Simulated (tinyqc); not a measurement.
Extended Hueckel theory, for CO, step by step. One step of it, computed by the program tinyqc.

Task: Wolfsberg-Helmholz matrix. H_ij = K' S_ij (H_ii + H_jj)/2 for i != j (the diagonal keeps H_ii), with K' = 1.5.

overlap S:
```
            1C 2s    1C 2px    1C 2py     1C 2pz     2O 2s    2O 2px    2O 2py     2O 2pz
1C 2s    1.000000  0.000000  0.000000   0.000000  0.466441  0.000000  0.000000  -0.347295
1C 2px   0.000000  1.000000  0.000000   0.000000  0.000000  0.294580  0.000000   0.000000
1C 2py   0.000000  0.000000  1.000000   0.000000  0.000000  0.000000  0.294580   0.000000
1C 2pz   0.000000  0.000000  0.000000   1.000000  0.531448  0.000000  0.000000  -0.279454
2O 2s    0.466441  0.000000  0.000000   0.531448  1.000000  0.000000  0.000000   0.000000
2O 2px   0.000000  0.294580  0.000000   0.000000  0.000000  1.000000  0.000000   0.000000
2O 2py   0.000000  0.000000  0.294580   0.000000  0.000000  0.000000  1.000000   0.000000
2O 2pz  -0.347295  0.000000  0.000000  -0.279454  0.000000  0.000000  0.000000   1.000000
```

diagonal H_ii (eV): 1C 2s -21.400000, 1C 2px -11.400000, 1C 2py -11.400000, 1C 2pz -11.400000, 2O 2s -32.300000, 2O 2px -14.800000, 2O 2py -14.800000, 2O 2pz -14.800000

K = 1.500000

Give: H.

Result:

H (eV):
```
          1C 2s   1C 2px   1C 2py   1C 2pz    2O 2s   2O 2px   2O 2py   2O 2pz
1C 2s   -21.400    0.000    0.000    0.000  -18.786    0.000    0.000    9.429
1C 2px    0.000  -11.400    0.000    0.000    0.000   -5.788    0.000    0.000
1C 2py    0.000    0.000  -11.400    0.000    0.000    0.000   -5.788    0.000
1C 2pz    0.000    0.000    0.000  -11.400  -17.418    0.000    0.000    5.491
2O 2s   -18.786    0.000    0.000  -17.418  -32.300    0.000    0.000    0.000
2O 2px    0.000   -5.788    0.000    0.000    0.000  -14.800    0.000    0.000
2O 2py    0.000    0.000   -5.788    0.000    0.000    0.000  -14.800    0.000
2O 2pz    9.429    0.000    0.000    5.491    0.000    0.000    0.000  -14.800
```
